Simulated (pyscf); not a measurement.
6 gas-phase steps of one pattern: 1,1-elimination on the singlet surface, Cl–Ge + Ge–H or Cl–Si + H–Si or Cl–Sn + H–Sn or F–Sn + H–Sn broken and Cl–H or F–H formed. PySCF, gas phase, ωB97X-D3(BJ)/def2-SVP geometries. Correlated levels are frozen-core, on RHF or UHF. ΔMP2 is the change of the MP2 total energy from the triple- to the quadruple-zeta basis. Electronic energies in kcal/mol, from the reactant's lowest minimum found; ΔE‡ and ΔE at CCSD(T)/def2-TZVPP + ΔMP2(QZVPP). Rows were drawn at random from the steps of this pattern with a verified saddle, stable references and no exit in the data more than 5 kcal/mol lower.

```tsv
row	step	ΔE	ΔE‡
1	F–SnH(Cl)–Cl (SMILES [F][SnH]([Cl])[Cl]) → HCl (SMILES Cl) + F–Sn:–Cl (SMILES [F][Sn][Cl]) [singlet]	+8.8	45.4
2	Cl–SnH(Cl)–Cl (SMILES [Cl][SnH]([Cl])[Cl]) -> HCl (SMILES Cl) + Cl–Sn:–Cl (SMILES [Cl][Sn][Cl]) [singlet]	+10.5	44.7
3	Cl–GeH(Cl)–Cl (SMILES [Cl][GeH]([Cl])[Cl]) -> HCl (SMILES Cl) + Cl–Ge:–Cl (SMILES [Cl][Ge][Cl]) [singlet]	+27.7	54.2
4	F–SnH₃ (SMILES [F][SnH3]) → SnH₂ (SMILES [SnH2]) [singlet] + HF (SMILES F)	+31.0	?
5	H₂N–SiH(Cl)–Cl (SMILES N[SiH](Cl)Cl) -> H₂N–Si:–Cl (SMILES N[Si]Cl) [singlet] + HCl (SMILES Cl)	+53.3	69.6
6	Cl–SiH(Cl)–Cl (SMILES Cl[SiH](Cl)Cl) → HCl (SMILES Cl) + Cl–Si:–Cl (SMILES Cl[Si]Cl) [singlet]	+57.0	73.2
```

Q: From a straight line through the complete rows, estimate the missing barrier and say how far the line can be trusted.

A: Over the 5 complete rows the means are +31.5 (ΔE) and 57.4 (ΔE‡); least squares gives b = 0.58 and a = 39.2 kcal/mol, with residuals of 0.9 kcal/mol (root mean square; largest 1.1, row 1). For row 4: 39.2 + 0.58 × (+31.0) = 57.2 kcal/mol. The computed barrier is 53.4 kcal/mol, 3.8 under the line. The line follows the complete rows closely but misses this one by more than their scatter. Each barrier is that of the saddle found. The CCSD(T) − MP2 part came from Ansatz, without density fitting, on the same reference. The frozen core leaves the outer d or s,p core shells of the metals and heavy elements correlated in the MP2 and CC values, and def2-TZVPP describes them poorly, which can shift differences by a few kcal/mol. Elements up to Kr have no core potential and no relativistic terms here. Elements past Kr carry the def2 core potentials, without spin-orbit coupling.
